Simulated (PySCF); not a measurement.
# SF5+: a look at the electrons, part 3 of 3

For SF5+, the scripts below compute its lowest excited states, see where an electron leaves and enters, localise its valence orbitals and analyse its density (charges, bond critical points, surface potential).

PySCF 2.14.0; Gaussian basis, gas phase. Earlier steps stand in the parts before.

**8. Density, bond paths and surface potential (M06-2X/def2-svp)**

The input, input.py:

```python
import numpy as np
from pyscf import gto, scf, dft
from pyscf.scf import atom_ks, atom_hf
from scipy.linalg import block_diag

def solve(mol, dm0=None, hcore=None):
    mf = (dft.UKS if mol.spin else dft.RKS)(mol, xc='m062x')
    mf.grids.level = 3
    mf = mf.density_fit(auxbasis='def2-universal-jkfit')
    mf.conv_tol, mf.max_cycle = 1e-8, 80
    if hcore is not None:
        mf.get_hcore = lambda *args: hcore
    mf.kernel(dm0)
    if not mf.converged:
        mf = mf.newton().run(mf.mo_coeff, mf.mo_occ, max_cycle=30)
    assert mf.converged, 'SCF not converged'
    return mf

mol = gto.M(atom='''
F      1.54942     0.00056     0.00074
S      0.00008    -0.00006     0.00003
F      0.00092    -1.49373    -0.40205
F      0.00012     1.09516    -1.09249
F     -0.00132     0.39869     1.49461
F     -1.54929    -0.00058    -0.00086
''', basis='def2-svp', charge=1, spin=0, verbose=4)
mf = solve(mol)
mf.analyze()
# spherically averaged free atoms, for the promolecule
atm = atom_ks.get_atm_nrks(mol, xc='m062x')
pro = block_diag(*[(atm[a[0]][2] * atm[a[0]][3]) @ atm[a[0]][2].T for a in mol._atom])
np.savez('result.npz', e=mf.e_tot, c=mf.mo_coeff, occ=mf.mo_occ, eps=mf.mo_energy, pro=pro, dip=mf.dip_moment(verbose=0), s2=mf.spin_square()[0])
```

Started as:

```bash
$ OMP_NUM_THREADS=1 python input.py
```

Standard output:

```text
[ENV] PYSCF_TMPDIR <dir>
[ENV] PYSCF_MAX_MEMORY 1650
[INPUT] verbose = 4
[INPUT] num. atoms = 6
[INPUT] num. electrons = 60
[INPUT] charge = 1
[INPUT] spin (= nelec alpha-beta = 2S) = 0
[INPUT] symmetry False subgroup None
[INPUT] Mole.unit = angstrom
[INPUT] Symbol           X                Y                Z      unit          X                Y                Z       unit  Magmom
[INPUT]  1 F      1.549420000000   0.000560000000   0.000740000000 AA    2.927979451924   0.001058246630   0.001398397332 Bohr   0.0
[INPUT]  2 S      0.000080000000  -0.000060000000   0.000030000000 AA    0.000151178090  -0.000113383567   0.000056691784 Bohr   0.0
[INPUT]  3 F      0.000920000000  -1.493730000000  -0.402050000000 AA    0.001738548035  -2.822740604047  -0.759764388381 Bohr   0.0
[INPUT]  4 F      0.000120000000   1.095160000000  -1.092490000000 AA    0.000226767135   2.069552462579  -2.064506893826 Bohr   0.0
[INPUT]  5 F     -0.001320000000   0.398690000000   1.494610000000 AA   -0.002494438484   0.753414908603   2.824403563036 Bohr   0.0
[INPUT]  6 F     -1.549290000000  -0.000580000000  -0.000860000000 AA   -2.927733787527  -0.001096041152  -0.001625164467 Bohr   0.0

nuclear repulsion = 425.442875324479
number of shells = 38
number of NR pGTOs = 156
number of NR cGTOs = 88
basis = def2-svp
ecp = {}

******** <class 'pyscf.df.df_jk.DFRKS'> ********
method = DFRKS
initial guess = minao
damping factor = 0
level_shift factor = 0
DIIS = <class 'pyscf.scf.diis.CDIIS'>
diis_start_cycle = 1
diis_space = 8
diis_damp = 0
SCF conv_tol = 1e-08
SCF conv_tol_grad = None
SCF max_cycles = 80
direct_scf = False
XC library pyscf.dft.libxc version 7.0.0
    S. Lehtola, C. Steigemann, M. J.T. Oliveira, and M. A.L. Marques.,  SoftwareX 7, 1–5 (2018)
XC functionals = m062x
    Y. Zhao and D. G. Truhlar.,  Theor. Chem. Acc. 120, 215 (2008)
    Y. Zhao and D. G. Truhlar.,  Theor. Chem. Acc. 120, 215 (2008)
radial grids:
    Treutler-Ahlrichs [JCP 102, 346 (1995); DOI:10.1063/1.469408] (M4) radial grids

becke partition: Becke, JCP 88, 2547 (1988); DOI:10.1063/1.454033
pruning grids: <function nwchem_prune at 0x758007583600>
grids dens level: 3
symmetrized grids: False
atomic radii adjust function: <function treutler_atomic_radii_adjust at 0x758007583ba0>
small_rho_cutoff = 0
Set gradient conv threshold to 0.0001
Initial guess from minao.
tot grids = 90192
******** <class 'pyscf.df.df.DF'> ********
auxbasis = def2-universal-jkfit
init E= -898.100813961726
  HOMO = -0.53018444091338  LUMO = -0.0645337731805604  gap/eV = 12.67100
cycle= 1 E= -895.805937559012  delta_E= 2.29  |g|= 1.34  |ddm|= 2.97
  HOMO = -0.81259844911924  LUMO = -0.446027211189363  gap/eV = 9.97491
cycle= 2 E= -895.678519641421  delta_E= 0.127  |g|=  1.7  |ddm|= 2.41
  HOMO = -0.840440718077495  LUMO = -0.346690540806875  gap/eV = 13.43563
cycle= 3 E= -896.162484918573  delta_E= -0.484  |g|= 0.101  |ddm|= 1.27
  HOMO = -0.819076729073078  LUMO = -0.314684367931853  gap/eV = 13.72522
cycle= 4 E= -896.163963788055  delta_E= -0.00148  |g|= 0.0247  |ddm|= 0.0752
  HOMO = -0.821126360137241  LUMO = -0.316025803109107  gap/eV = 13.74449
cycle= 5 E= -896.164043621076  delta_E= -7.98e-05  |g|= 0.0131  |ddm|= 0.023
  HOMO = -0.821977814457534  LUMO = -0.316140290521576  gap/eV = 13.76454
cycle= 6 E= -896.164071360089  delta_E= -2.77e-05  |g|= 0.0019  |ddm|= 0.00889
  HOMO = -0.821915855674884  LUMO = -0.316107954757765  gap/eV = 13.76373
cycle= 7 E= -896.164072323634  delta_E= -9.64e-07  |g|= 0.000145  |ddm|= 0.00224
  HOMO = -0.821918347719408  LUMO = -0.316100342150814  gap/eV = 13.76401
cycle= 8 E= -896.164072337538  delta_E= -1.39e-08  |g|= 2.32e-05  |ddm|= 0.000323
  HOMO = -0.821915778844515  LUMO = -0.316093626800103  gap/eV = 13.76412
cycle= 9 E= -896.164072337799  delta_E= -2.61e-10  |g|= 6.15e-06  |ddm|= 3.96e-05
  HOMO = -0.821916318166469  LUMO = -0.316093655022787  gap/eV = 13.76414
Extra cycle  E= -896.164072337796  delta_E= 3.18e-12  |g|= 7.1e-06  |ddm|= 9.06e-06
converged SCF energy = -896.164072337796
**** SCF Summaries ****
Total Energy =                        -896.164072337796142
Nuclear Repulsion Energy =             425.442875324479076
One-electron Energy =                -2070.798803279633830
Two-electron Energy =                  749.191855617358783
Two-electron Coulomb Energy =          826.695266269695594
DFT Exchange-Correlation Energy =      -77.503410652336839
HOMO-LUMO gap [eV] =                    13.764135744467159
**** MO energy ****
MO #1   energy= -90.6457012259952  occ= 2
MO #2   energy= -25.6413925939285  occ= 2
MO #3   energy= -25.6412876343997  occ= 2
MO #4   energy= -25.6410219745602  occ= 2
MO #5   energy= -25.5980266144486  occ= 2
MO #6   energy= -25.5978105723235  occ= 2
MO #7   energy= -8.9595700321201   occ= 2
MO #8   energy= -6.88572312471657  occ= 2
MO #9   energy= -6.88571963632398  occ= 2
MO #10  energy= -6.88322641294758  occ= 2
MO #11  energy= -1.83070959449534  occ= 2
MO #12  energy= -1.71827471064812  occ= 2
MO #13  energy= -1.71812434579917  occ= 2
MO #14  energy= -1.69738975413267  occ= 2
MO #15  energy= -1.63930875213408  occ= 2
MO #16  energy= -1.1989285676396   occ= 2
MO #17  energy= -1.05060949211422  occ= 2
MO #18  energy= -1.0505714786045   occ= 2
MO #19  energy= -1.03780842149005  occ= 2
MO #20  energy= -0.952716105556656 occ= 2
MO #21  energy= -0.952597280401655 occ= 2
MO #22  energy= -0.914740291221128 occ= 2
MO #23  energy= -0.914669479253326 occ= 2
MO #24  energy= -0.880358619573894 occ= 2
MO #25  energy= -0.87168212216122  occ= 2
MO #26  energy= -0.860682664034754 occ= 2
MO #27  energy= -0.841666432926479 occ= 2
MO #28  energy= -0.841664424260723 occ= 2
MO #29  energy= -0.821962954151181 occ= 2
MO #30  energy= -0.821916318166469 occ= 2
MO #31  energy= -0.316093655022787 occ= 0
MO #32  energy= -0.243979199902122 occ= 0
MO #33  energy= -0.243910558246966 occ= 0
MO #34  energy= -0.0746710858038964 occ= 0
MO #35  energy= 0.0547080754244313 occ= 0
MO #36  energy= 0.254078705663977  occ= 0
MO #37  energy= 0.254103213920137  occ= 0
MO #38  energy= 0.317047430690458  occ= 0
MO #39  energy= 0.31705061311117   occ= 0
MO #40  energy= 0.366197725898709  occ= 0
MO #41  energy= 0.540210891169469  occ= 0
MO #42  energy= 0.540256258133388  occ= 0
MO #43  energy= 0.707030113835879  occ= 0
MO #44  energy= 0.821739221702831  occ= 0
MO #45  energy= 0.821790604592345  occ= 0
MO #46  energy= 0.923774263199486  occ= 0
MO #47  energy= 0.923794657317325  occ= 0
MO #48  energy= 0.941305044931873  occ= 0
MO #49  energy= 0.955523610753487  occ= 0
MO #50  energy= 0.95556724852178   occ= 0
MO #51  energy= 0.956304591430005  occ= 0
MO #52  energy= 0.969273395362442  occ= 0
MO #53  energy= 0.99434201453303   occ= 0
MO #54  energy= 1.16764330515528   occ= 0
MO #55  energy= 1.16768522961037   occ= 0
MO #56  energy= 1.17213846628083   occ= 0
MO #57  energy= 1.1721937790837    occ= 0
MO #58  energy= 1.21273015196074   occ= 0
MO #59  energy= 1.28668729226785   occ= 0
MO #60  energy= 1.49869077981958   occ= 0
MO #61  energy= 1.49878706476448   occ= 0
MO #62  energy= 1.72891463758521   occ= 0
MO #63  energy= 1.75078946143098   occ= 0
...
pop of  0 F 3dxz          0.00212
pop of  0 F 3dx2-y2       0.00435
pop of  1 S 1s            1.99999
pop of  1 S 2s            1.99985
pop of  1 S 3s            1.07568
pop of  1 S 4s            0.02491
pop of  1 S 2px           1.99996
pop of  1 S 2py           1.99996
pop of  1 S 2pz           1.99996
pop of  1 S 3px           0.75405
pop of  1 S 3py           0.74567
pop of  1 S 3pz           0.74568
pop of  1 S 4px           0.03586
pop of  1 S 4py           0.03006
pop of  1 S 4pz           0.03006
pop of  1 S 3dxy          0.03665
pop of  1 S 3dyz          0.03793
pop of  1 S 3dz^2         0.04249
pop of  1 S 3dxz          0.03665
pop of  1 S 3dx2-y2       0.05164
pop of  2 F 1s            1.99998
pop of  2 F 2s            1.88528
pop of  2 F 3s            0.00477
pop of  2 F 2px           1.95806
pop of  2 F 2py           1.53183
pop of  2 F 2pz           1.85517
pop of  2 F 3px           0.00204
pop of  2 F 3py           0.00131
pop of  2 F 3pz           0.00096
pop of  2 F 3dxy          0.00197
pop of  2 F 3dyz          0.00282
pop of  2 F 3dz^2         0.00130
pop of  2 F 3dxz          0.00016
pop of  2 F 3dx2-y2       0.00382
pop of  3 F 1s            1.99998
pop of  3 F 2s            1.88535
pop of  3 F 3s            0.00477
pop of  3 F 2px           1.95812
pop of  3 F 2py           1.69295
pop of  3 F 2pz           1.69391
pop of  3 F 3px           0.00205
pop of  3 F 3py           0.00114
pop of  3 F 3pz           0.00114
pop of  3 F 3dxy          0.00107
pop of  3 F 3dyz          0.00408
pop of  3 F 3dz^2         0.00216
pop of  3 F 3dxz          0.00106
pop of  3 F 3dx2-y2       0.00170
pop of  4 F 1s            1.99998
pop of  4 F 2s            1.88529
pop of  4 F 3s            0.00477
pop of  4 F 2px           1.95806
pop of  4 F 2py           1.85560
pop of  4 F 2pz           1.53141
pop of  4 F 3px           0.00204
pop of  4 F 3py           0.00096
pop of  4 F 3pz           0.00131
pop of  4 F 3dxy          0.00016
pop of  4 F 3dyz          0.00281
pop of  4 F 3dz^2         0.00492
pop of  4 F 3dxz          0.00197
pop of  4 F 3dx2-y2       0.00020
pop of  5 F 1s            1.99997
pop of  5 F 2s            1.88006
pop of  5 F 3s            0.00447
pop of  5 F 2px           1.53221
pop of  5 F 2py           1.93575
pop of  5 F 2pz           1.93576
pop of  5 F 3px           0.00104
pop of  5 F 3py           0.00148
pop of  5 F 3pz           0.00148
pop of  5 F 3dxy          0.00212
pop of  5 F 3dyz          0.00003
pop of  5 F 3dz^2         0.00147
pop of  5 F 3dxz          0.00212
pop of  5 F 3dx2-y2       0.00435
 ** Mulliken atomic charges  **
charge of    0F =     -0.30220
charge of    1S =      2.35293
charge of    2F =     -0.24948
charge of    3F =     -0.24947
charge of    4F =     -0.24949
charge of    5F =     -0.30229

WARN: System has nonzero charge 1; the dipole moment is origin-dependent.
Location of origin: [0. 0. 0.]

Dipole moment(X, Y, Z, Debye):  0.00141, -0.00079,  0.00043
Spherically averaged atomic KS for {'S', 'F'}

******** <class 'pyscf.scf.atom_ks.AtomSphAverageRKS'> ********
method = AtomSphAverageRKS
initial guess = vsap
damping factor = 0
level_shift factor = 0
diis_start_cycle = 1
diis_space = 12
SCF conv_tol = 1e-09
SCF conv_tol_grad = None
SCF max_cycles = 50
direct_scf = True
direct_scf_tol = 1e-13
XC library pyscf.dft.libxc version 7.0.0
    S. Lehtola, C. Steigemann, M. J.T. Oliveira, and M. A.L. Marques.,  SoftwareX 7, 1–5 (2018)
XC functionals = m062x
    Y. Zhao and D. G. Truhlar.,  Theor. Chem. Acc. 120, 215 (2008)
    Y. Zhao and D. G. Truhlar.,  Theor. Chem. Acc. 120, 215 (2008)
radial grids:
    Treutler-Ahlrichs [JCP 102, 346 (1995); DOI:10.1063/1.469408] (M4) radial grids

becke partition: Becke, JCP 88, 2547 (1988); DOI:10.1063/1.454033
pruning grids: <function nwchem_prune at 0x758007583600>
grids dens level: 3
symmetrized grids: False
atomic radii adjust function: <function treutler_atomic_radii_adjust at 0x758007583ba0>
User specified grid scheme (100, 434)
small_rho_cutoff = 0
Set gradient conv threshold to 3.16228e-05
tot grids = 25232
init E= 326.006164801715
cycle= 1 E= 326.004682716953  delta_E= -0.00148  |g|=    0  |ddm|= 0.0774
cycle= 2 E= 326.004652217255  delta_E= -3.05e-05  |g|=    0  |ddm|= 0.0147
cycle= 3 E= 326.004633920799  delta_E= -1.83e-05  |g|=    0  |ddm|= 0.00934
cycle= 4 E= 326.004632311646  delta_E= -1.61e-06  |g|=    0  |ddm|= 0.00434
cycle= 5 E= 326.004630567819  delta_E= -1.74e-06  |g|=    0  |ddm|= 0.00224
cycle= 6 E= 326.00463053733  delta_E= -3.05e-08  |g|=    0  |ddm|= 0.000608
cycle= 7 E= 326.004630503928  delta_E= -3.34e-08  |g|=    0  |ddm|= 0.000308
cycle= 8 E= 326.004630503367  delta_E= -5.61e-10  |g|=    0  |ddm|= 8.3e-05
Extra cycle  E= 326.004630503068  delta_E= -2.99e-10  |g|=    0  |ddm|= 6.08e-05
Atomic HF for atom  F  converged. SCF energy = 326.004630503068

******** <class 'pyscf.scf.atom_ks.AtomSphAverageRKS'> ********
method = AtomSphAverageRKS
initial guess = vsap
damping factor = 0
level_shift factor = 0
diis_start_cycle = 1
diis_space = 12
SCF conv_tol = 1e-09
SCF conv_tol_grad = None
SCF max_cycles = 50
direct_scf = True
direct_scf_tol = 1e-13
XC library pyscf.dft.libxc version 7.0.0
    S. Lehtola, C. Steigemann, M. J.T. Oliveira, and M. A.L. Marques.,  SoftwareX 7, 1–5 (2018)
XC functionals = m062x
    Y. Zhao and D. G. Truhlar.,  Theor. Chem. Acc. 120, 215 (2008)
    Y. Zhao and D. G. Truhlar.,  Theor. Chem. Acc. 120, 215 (2008)
radial grids:
    Treutler-Ahlrichs [JCP 102, 346 (1995); DOI:10.1063/1.469408] (M4) radial grids

becke partition: Becke, JCP 88, 2547 (1988); DOI:10.1063/1.454033
pruning grids: <function nwchem_prune at 0x758007583600>
grids dens level: 3
symmetrized grids: False
atomic radii adjust function: <function treutler_atomic_radii_adjust at 0x758007583ba0>
User specified grid scheme (100, 434)
small_rho_cutoff = 0
Set gradient conv threshold to 3.16228e-05
tot grids = 23744
init E= 27.642695542901
cycle= 1 E= 27.6385645039297  delta_E= -0.00413  |g|=    0  |ddm|= 0.0874
cycle= 2 E= 27.6385468394965  delta_E= -1.77e-05  |g|=    0  |ddm|= 0.0145
cycle= 3 E= 27.6385456990986  delta_E= -1.14e-06  |g|=    0  |ddm|= 0.0044
cycle= 4 E= 27.6385455271779  delta_E= -1.72e-07  |g|=    0  |ddm|= 0.0019
cycle= 5 E= 27.6385455005042  delta_E= -2.67e-08  |g|=    0  |ddm|= 0.000722
cycle= 6 E= 27.6385454963612  delta_E= -4.14e-09  |g|=    0  |ddm|= 0.000288
cycle= 7 E= 27.6385454956458  delta_E= -7.15e-10  |g|=    0  |ddm|= 6.1e-05
Extra cycle  E= 27.6385454956066  delta_E= -3.92e-11  |g|=    0  |ddm|= 2.79e-05
Atomic HF for atom  S  converged. SCF energy = 27.6385454956066
```

It took 11 s on 1 thread of Intel Xeon Platinum 8259CL at 2.50GHz (Skylake/Cascade Lake), shared host; peak memory 0.44 GiB.

**9. Post-processing**

Deformation density: the molecule less spherical free atoms.

F1–S2 and S2–F6: +0.03 e/Å³ at the bond critical point (bond length 1.55 Å, Mayer order 1.0). S2–F4: 0.00 e/Å³ at the bond critical point (bond length 1.55 Å, Mayer order 1.1). In all, 1.0 electrons are displaced relative to the promolecule of neutral atoms (the count includes the ion's charge). A small or negative value marks a very polar bond or one between electron-rich atoms, whose free-atom densities already overlap strongly.

The highest Hirshfeld charge is on S2 (+0.89 e), the lowest on F1 and F6 (−0.02 e).

```tsv
atom	charge (e)
F1	−0.02
S2	+0.89
F3	+0.05
F4	+0.05
F5	+0.05
F6	−0.02
```

Topology of the density (QTAIM).

6 nuclei, 5 bond, 0 ring and 0 cage critical points: 6 − 5 + 0 − 0 = 1, as the Poincaré–Hopf relation requires.

```csv
bond,length (Å),ρ (a.u.),∇²ρ (a.u.),ε,H (a.u.)
F1–S2 (×2),1.549,0.227,+0.50,0.00,−0.237
S2–F4 (×3),1.547,0.222,+0.50,0.04,−0.223
```

Polar or intermediate (positive Laplacian, negative energy density H): ρ = 0.222, ∇²ρ = +0.50, H = −0.223 a.u.

On the 0.001 a.u. surface of the density.

The lowest local ionisation energy is 25.1 eV, 1.6 Å from F1, and at symmetry-equivalent points. For comparison, the highest occupied orbital lies at −22.4 eV.

**10. Results**

This closing draws on all 3 parts.

```
                                               quantity             value
              lowest singlet excitation (B3LYP/cc-pvdz)           7.42 eV
           vertical electron affinity (B3LYP/def2-svpd)           7.59 eV
localised occupied orbitals above −45 eV (PBE/def2-svp)                20
                        dipole moment (M06-2X/def2-svp)            0.00 D
                           HOMO, LUMO (M06-2X/def2-svp)  -22.36, -8.60 eV
```

At M06-2X/def2-svp: The highest Hirshfeld charge is on S2 (+0.89 e), the lowest on F1 and F6 (−0.02 e). All values hold at the given geometry, in the gas phase.
